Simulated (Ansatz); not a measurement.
C2H2O, relaxed with RKS PBE-D4/def2-SVP in Ansatz from a rough embedded geometry. The force threshold is 0.03 eV/Å; the program also tests the step.

The species carries charge 0 and has multiplicity 1. The bonds changed during the relaxation, so this is another structure than the one it started from.

Start:

```xyz
5

C    -0.483   -0.373    0.169
C     0.419    0.406   -0.262
O     0.523   -0.251    0.899
H    -1.396   -0.835    0.088
H     0.938    1.053   -0.895
```

Task: By how much does the energy fall, and how many steps does the optimiser take? (Best estimate.)

Result: The calculation gave: 186.71 kJ/mol, in 22 steps, 2 of them rejected.

Task: Which bonds change most? (Best estimate.)

Result: The calculation gave: C1–C2 from 1.268 to 1.362 Å; C1–H4 from 1.026 to 1.111 Å; C2–H5 from 1.043 to 1.104 Å; C1–O3 from 1.248 to 1.282 Å.

Task: Give the relaxed structure. (Estimate.)

Result: Ansatz gave: 
```xyz
5

C    -0.396   -0.317    0.173
C     0.171    0.816   -0.326
O     0.486   -0.392    1.100
H    -1.306   -0.943    0.053
H     1.045    0.836   -0.999
```
